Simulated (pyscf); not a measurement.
Single points on ωB97X-D3(BJ)/def2-SVP structures (PySCF, gas phase).

Q: Estimate the classical barrier height and the reaction energy of •H₂Si–Cl + NH₃ → H₂N–SiH•–Cl + H₂ at ωB97M-D3(BJ)/def2-TZVP. The step runs on the doublet surface, breaks H–Si, H–N and forms N–Si, H–H; take the separated reactants as zero.

A: ΔE‡ = 29.6 kcal/mol, ΔE = -9.3 kcal/mol. Zero-point energy shifts the barrier by -1.3 kcal/mol. It is a four-centre exchange, with an imaginary mode of 1590i cm⁻¹. At the saddle there is also a short H–Si contact that neither side keeps. The same reactants have a lower exit, to H₂N–SiH₂• + HCl (barrier +12.9 kcal/mol at ωB97M-D3(BJ)/def2-TZVP, against +29.6 kcal/mol here). One saddle was located; it need not be the lowest between these sides.
